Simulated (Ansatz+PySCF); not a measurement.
The numbers below are computed, except where a source is named.
Input for PySCF 2.14.0:

```python
from pyscf import gto, scf, mp

# the (T+d) and (D+d) sets load through basis_set_exchange
mol = gto.M(atom="""
S 0.000000 -0.648300 0.000000
H 0.000000 0.324150 1.026460
H 0.000000 0.324150 -1.026460
""", basis={'H': 'cc-pvtz', 'S': 'cc-pv(t+d)z'}, charge=1, spin=1)
mf = scf.UHF(mol)
mf.kernel()
pt = mp.MP2(mf, frozen=5).run()
print(mf.e_tot, pt.e_corr, pt.e_tot)
```

The script is written out from the run's settings.

Output:

```
Converged                       : yes
Reference energy                : -398.37268 hartree
Correlation energy              : -0.15060 hartree
Total energy                    : -398.52327 hartree
Spin squared of the determinant : 0.767
```
